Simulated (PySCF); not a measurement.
## Core-level binding energies of formaldoxime

Species: formaldoxime, CH3NO.
Structure used (PBE0-D3(BJ)/def2-SVP), in Å, numbered top down from 1:
```
atom  x, y, z in Å
C1     0.726    0.289   -0.268
N2    -0.520    0.061   -0.197
O3    -0.884   -0.514    0.984
H4     1.094    0.750   -1.188
H5     1.421    0.040    0.547
H6    -1.836   -0.627    0.896
```

The calculation used delta-SCF UKS SCAN, pcX-2 on the ionised atom, pcseg-1 elsewhere, spin-free X2C (PySCF). Binding energies are ΔSCF values: E(core-ionised, relaxed orbitals) − E(ground state) at a fixed geometry, referred to the vacuum level.

Question: What binding energy does each computed site have?

Answer: 
```json
{"atom(s)": "C1", "environment": "C=N carbon", "level": "C 1s", "binding energy (eV)": "291.74", "count": "1"}
{"atom(s)": "N2", "environment": "oxime nitrogen", "level": "N 1s", "binding energy (eV)": "406.90", "count": "1"}
{"atom(s)": "O3", "environment": "hydroxyl oxygen", "level": "O 1s", "binding energy (eV)": "539.77", "count": "1"}
```

Question: Which effective nuclear charge Zeff reproduces each element's mean 1s value in the hydrogen-like formula E = 13.606 eV × Zeff²?

Answer: C (Z = 6): mean 291.7 eV, Zeff = 4.63, Z − Zeff = 1.37; N (Z = 7): mean 406.9 eV, Zeff = 5.47, Z − Zeff = 1.53; O (Z = 8): mean 539.8 eV, Zeff = 6.30, Z − Zeff = 1.70. Means run over the listed sites, weighted by atom count.

Geometry: PBE0-D3(BJ)/def2-SVP, one conformer, isolated molecule.

On one thread, Arm Neoverse V2, no GPU, on a shared host, this took 6.6 s wall.
